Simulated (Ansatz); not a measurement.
Predict the output of the script below (Ansatz's Python interface).

`ch3bcl.py`
```python
# -*- coding: utf-8 -*-
"""Relax CH3BCl cheaply, then refine its energy."""

import itertools

import ansatz
from ase.data import atomic_numbers, covalent_radii
import numpy as np

GEOMETRY = """
C    -0.31580    0.30080   -0.25140
B     0.00910   -1.06820    0.35560
Cl    1.63830   -1.34260    1.09990
H    -1.17430    0.76620    0.26320
H     0.48940    1.04160   -0.17300
H    -0.60480    0.23810   -1.34050
"""

molecule = ansatz.Crystal.molecule()
for line in GEOMETRY.strip().splitlines():
    symbol, *xyz = line.split()
    molecule = molecule.atom(symbol, [float(v) for v in xyz])

calc = molecule.calculation().basis(gaussian="def2-SVP").functional("PBE0").spin("collinear", total=1)
symbols = [site.symbol for site in molecule.cartesian_sites]
start = np.array([site.position_ang for site in molecule.cartesian_sites], dtype=float)
rep = calc.relax(force_tolerance=0.01, max_steps=100).run(threads=1).report
end = np.array(rep["positions_ang"])
# pairs closer than 1.2 times the sum of covalent radii, before or after
radius = [covalent_radii[atomic_numbers[s]] for s in symbols]
span = lambda where, i, j: np.linalg.norm(where[i] - where[j])
bonded = [(i, j) for i, j in itertools.combinations(range(len(symbols)), 2) if min(span(start, i, j), span(end, i, j)) < 1.2 * (radius[i] + radius[j])]
print("pair        before    after (A)")
for i, j in bonded:
    print(f"{symbols[i]}{i}-{symbols[j]}{j}".ljust(10), f"{span(start, i, j):8.4f} {span(end, i, j):8.4f}")
for first, second in list(itertools.combinations(bonded, 2)):
    shared = set(first) & set(second)
    if shared and symbols[(j := shared.pop())] != "H":
        i, k = sorted((set(first) | set(second)) - {j})
        u, v = end[i] - end[j], end[k] - end[j]
        angle = np.degrees(np.arccos(np.clip(u @ v / np.linalg.norm(u) / np.linalg.norm(v), -1, 1)))
        print(f"final angle {symbols[i]}{i}-{symbols[j]}{j}-{symbols[k]}{k}: {angle:.2f} deg")

minimum = ansatz.Crystal.molecule()
for symbol, place in zip(symbols, end):
    minimum = minimum.atom(symbol, place.tolist())
at_minimum = minimum.calculation().spin("collinear", total=1)
# MP2 extrapolated to the basis limit, plus the small-basis difference CCSD(T) - MP2
level = lambda method, basis: at_minimum.basis(gaussian=basis).correlation(method).run(threads=1).report
small, large, cluster = level("mp2", "cc-pVDZ"), level("mp2", "cc-pVTZ"), level("ccsd_t", "cc-pVDZ")
corr = lambda each: (each["free_energy_ev"] - each["reference_energy_ev"]) / 27.211386246
mp2_limit = (27 * corr(large) - 8 * corr(small)) / 19
pieces = {"HF / cc-pVTZ": large["reference_energy_ev"] / 27.211386246, "MP2 correlation, DZ-TZ limit": mp2_limit, "CCSD(T) - MP2 / cc-pVDZ": corr(cluster) - corr(small)}
for name, value in pieces.items():
    print(f"{name:32s} {value:14.6f} Ha")
print(f"{'sum':32s} {sum(pieces.values()):14.6f} Ha")
print("T1 diagnostic", round(cluster["correlation"]["coupled_cluster"]["t1_diagnostic"], 4))
```

```console
$ python ch3bcl.py
pair        before    after (A)
C0-B1        1.5324   1.5499
C0-H3        1.1038   1.1068
C0-H4        1.0969   1.1026
C0-H5        1.1285   1.1000
B1-Cl2       1.8121   1.7366
final angle B1-C0-H3: 106.14 deg
final angle B1-C0-H4: 113.71 deg
final angle B1-C0-H5: 112.68 deg
final angle C0-B1-Cl2: 125.97 deg
final angle H3-C0-H4: 107.50 deg
final angle H3-C0-H5: 106.27 deg
final angle H4-C0-H5: 110.06 deg
HF / cc-pVTZ                        -523.825960 Ha
MP2 correlation, DZ-TZ limit          -0.480209 Ha
CCSD(T) - MP2 / cc-pVDZ               -0.046972 Ha
sum                                 -524.353141 Ha
T1 diagnostic 0.0137
```

Total energies depend on the basis set; only differences at equal settings carry meaning. The sum leaves out core correlation, relativity, the Hartree-Fock basis error and zero-point energy; a DZ-TZ extrapolation is rough. The species is open-shell (spin multiplicity 2). Inner cores stay frozen, so this is valence correlation. For Al to Cl the sets with a tight d function, cc-pV(X+d)Z, are usual. An extrapolation from small basis sets is rough. The whole script took 38 s on 1 thread of Intel(R) Xeon(R) Platinum 8488C (Sapphire Rapids) (shared host), peak memory 0.32 GiB.

(A comment or docstring line of the script was reworded after the run, the code is as it ran; lines on the test bed's own set-up are left out of the output.)
